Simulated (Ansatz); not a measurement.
# A ladder of methods for CHF2 (difluoromethyl radical)

The species is CHF2 (4 atoms), meant as a doublet with charge 0. As SMILES, `F[CH]F`. The shape is that of a PBE0-D4/def2-TZVP optimisation.

```xyz
4

F    -1.2082    0.2646   -0.1417
C     0.0386    0.0634    0.2444
F     0.4331   -1.1668   -0.0296
H     0.7365    0.8387   -0.0731
```

Quantity: the energy change with the C2–F3 bond stretched from 1.321 to 1.651 Å, in eV. The values are calculated.

```tsv
level	kind	program	value (eV)	less FCI/STO-3G	CPU time (all runs)
U-r2SCAN/STO-3G	meta-GGA	Ansatz	0.96	+0.09	6.8 s
U-r2SCAN0/STO-3G	hybrid meta-GGA	Ansatz	1.22	+0.35	6.7 s
U-wB97X/STO-3G	range-separated hybrid	Ansatz	1.14	+0.27	14 s
UHSE06/STO-3G	range-separated hybrid	Ansatz	1.14	+0.27	3.6 s
UBCCD(T)/STO-3G	coupled cluster or CI	Ansatz	0.90	+0.03	0.65 s
UCCSD/STO-3G	coupled cluster or CI	Ansatz	0.90	+0.03	0.45 s
UCCSDT(Q)/STO-3G	coupled cluster or CI	Ansatz	0.87	0.00	2.6 s
UCCSDTQ/STO-3G	coupled cluster or CI	Ansatz	0.87	0.00	3.5 min
FCI/STO-3G	exact in the basis	Ansatz	0.87	0.00	2.2 s
```

FCI/STO-3G is exact within its basis and frozen core, so for wave-function methods in that basis the difference is their error; functionals converge differently with the basis, so for them it is only a difference. The first shape isn't each level's own minimum. The values span 0.87 to 1.22 eV. Spin contamination of the reference (⟨S²⟩ at least 0.1 too high) touches UBCCD(T)/STO-3G, UCCSD/STO-3G, UCCSDT(Q)/STO-3G, UCCSDTQ/STO-3G. All rows use very small basis sets, so none should be taken for the real molecule's value. Times are those of the runs behind each value, whatever else they computed, on shared processors of several kinds: orders of magnitude only.
